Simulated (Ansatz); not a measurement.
`c1cc[cH-]c1`, 10 atoms. The species carries charge -1 and has multiplicity 1. Hardware: A = 2 threads of a server CPU on a shared host; B = 2 threads of an AMD EPYC 7R13 on a shared host and a share of an NVIDIA H100 80 GB. Correlated methods freeze the cores.

Q: How many basis functions does each run have, and how long does it take in Ansatz? RHF-CCSD(T)/def2-TZVPPD energy [B]; RKS ωB97M-V/def2-SVPD energy [A]; RKS B97M-V/def2-TZVPPD energy [A]; RKS r2SCANh-D4/def2-TZVPPD energy [A]; RHF-CCSD(T)/def2-SVPD energy [A]; direct RPA on PBE orbitals/def2-TZVPPD energy [A]; RKS PBE0-D4/def2-TZVPD relaxation (3 steps) [B]; RKS BHLYP-D4/def2-TZVPPD energy [A]; RKS PBE0-D4/def2-SVPD energy [A]; RKS r2SCAN0-D4/def2-TZVPPD energy [A]; RKS ωB97M-V/def2-QZVPPD energy [B]; RKS PBE0-D4/def2-TZVPD frequencies [B]. (Estimate.)

A: Computed: Other jobs shared the machine, so times are rough.

```
                                 level                       job  functions  wall time  peak host memory (GiB)
                 RKS PBE0-D4/def2-SVPD                energy [A]        140      3.4 s                     0.5
              RKS BHLYP-D4/def2-TZVPPD                energy [A]        270        6 s                    0.61
               RHF-CCSD(T)/def2-TZVPPD                energy [B]        270        7 s                    0.81
                RKS PBE0-D4/def2-TZVPD  relaxation (3 steps) [B]        230      7.5 s                    0.84
               RKS ωB97M-V/def2-QZVPPD                energy [B]        480      8.1 s                     1.1
            RKS r2SCAN0-D4/def2-TZVPPD                energy [A]        270        9 s                     0.6
            RKS r2SCANh-D4/def2-TZVPPD                energy [A]        270      9.6 s                     0.6
                 RKS ωB97M-V/def2-SVPD                energy [A]        140       10 s                     0.5
                RKS B97M-V/def2-TZVPPD                energy [A]        270       15 s                    0.41
direct RPA on PBE orbitals/def2-TZVPPD                energy [A]        270       16 s                    0.93
                 RHF-CCSD(T)/def2-SVPD                energy [A]        140       24 s                     1.1
                RKS PBE0-D4/def2-TZVPD           frequencies [B]        230    2.1 min                    0.84
```
